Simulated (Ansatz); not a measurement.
**Scan of [CH3···H···H], doublet**

Starting geometry:

```xyz
6

C    -0.1250    0.0000    0.0000
H    -0.4882    1.0273    0.0000
H    -0.4882   -0.5137    0.8897
H    -0.4882   -0.5137   -0.8897
H     0.9646    0.0000    0.0000
H     1.9890    0.0000    0.0000
```

From there H5 is moved from one fragment to the other while all else, the fragments' distance too, stays fixed; atoms are numbered as listed. Energies are in kJ/mol, counted from the starting geometry at the same level.

Basis 6-31G; Ansatz 0.2.0. Only valence electrons are correlated (noble-gas cores frozen). Prefix R: restricted or restricted open-shell reference; prefix U: unrestricted. Active spaces: valence = (9e, 9o) chosen from the atoms' valence shells.

Runs in a small pair space aren't shown, since their orbitals change along the scan.

Full CI is exact within this basis and frozen core; it isn't the basis-set limit. The frozen core follows each run's orbitals, which can shift R against U totals by a few meV.

| distance C1-H5 (Å) | full CI | unpaired electrons (full CI) | error RHF | error RMP2 | error UCCSD(T) | error RCCSDT(Q) | error UCCSDT(Q) | error NEVPT2 (valence space) |
| --- | --- | --- | --- | --- | --- | --- | --- | --- |
| 1.013 | 11.3 | 1.02 | -10.8 | -2.4 | -0.1 | 0.0 | 0.0 | -0.1 |
| 1.090 | 0.0 | 1.02 | 0.0 | 0.0 | 0.0 | 0.0 | 0.0 | 0.0 |
| 1.130 | 0.7 | 1.02 | 6.2 | 1.3 | 0.0 | 0.0 | 0.0 | 0.1 |
| 1.169 | 3.8 | 1.02 | 12.2 | 2.3 | 0.1 | 0.0 | 0.0 | 0.2 |
| 1.209 | 8.4 | 1.02 | 17.8 | 3.1 | 0.1 | 0.0 | 0.0 | 0.3 |
| 1.249 | 13.6 | 1.02 | 21.5 | 3.9 | 0.2 | 0.0 | 0.0 | 0.5 |
| 1.289 | 19.1 | 1.02 | 22.2 | 5.5 | 0.2 | 0.0 | 0.0 | 0.7 |
| 1.329 | 25.1 | 1.02 | 19.7 | 7.7 | 0.2 | 0.0 | 0.0 | 1.0 |
| 1.369 | 32.4 | 1.02 | 14.9 | 9.4 | 0.2 | 0.0 | 0.0 | 1.4 |

Unpaired electrons are Σ n²(2−n)² over natural occupations. Errors are those of relative energies. In total energy the starting point itself misses full CI by: RHF 336.0, RMP2 59.8, UCCSD(T) 0.9, RCCSDT(Q) 0.0, UCCSDT(Q) 0.0, NEVPT2 (valence space) 25.7 kJ/mol.

Spread of the error over the points with a reference, to 1.369 Å (largest less smallest): UCCSDT(Q) 0.0, RCCSDT(Q) 0.0, UCCSD(T) 0.3, NEVPT2 (valence space) 1.5, RMP2 11.7, RHF 33.1 kJ/mol.
